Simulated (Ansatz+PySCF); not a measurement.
The numbers below are computed, except where a source is named.
Several solutions for doublet H3O

```xyz
4

O     0.0000    0.0000   -0.1627
H     0.0000    0.0000    1.3019
H    30.0000    0.0000   -0.8370
H    30.0000    0.0000    0.8370
```

Basis set: 6-31G (spherical functions). Charge 0, multiplicity 2.

UHF was run from several starts with Ansatz (development build ahead of 0.2.0) and PySCF 2.14.0.

| run | program | start | converged | energy (hartree) | <S²> |
| --- | --- | --- | --- | --- | --- |
| A | PySCF | guess minao, instabilities followed | yes | -76.26580 | 2.25 |
| B | Ansatz | stability test followed | yes | -76.24057 | 2.01 |
| C | PySCF | program defaults | yes | -76.23996 | 1.82 |
| D | Ansatz | search for the lowest state | yes | -76.30306 | 2.00 |
| E | PySCF | guess huckel, instabilities followed | yes | -76.27783 | 1.77 |
| F | PySCF | guess atom, instabilities followed | yes | -76.24057 | 2.01 |
| G | PySCF | guess 1e, instabilities followed | yes | -76.30306 | 2.00 |
| H | Ansatz | atomic start, no search | yes | -76.24057 | 2.01 |

Which runs reached the lowest solution of this kind, and what is wrong with the others?

D, G reached the lowest solution found. Converged but too high: A by 1.01 eV, B by 1.70 eV, C by 1.72 eV, E by 0.69 eV, F by 1.70 eV, H by 1.70 eV. Convergence only shows a stationary point, and even a stable one can lie too high; stability tests and further starts are what find lower ones. Caution: the unrestricted determinant is a mixture of spin states.
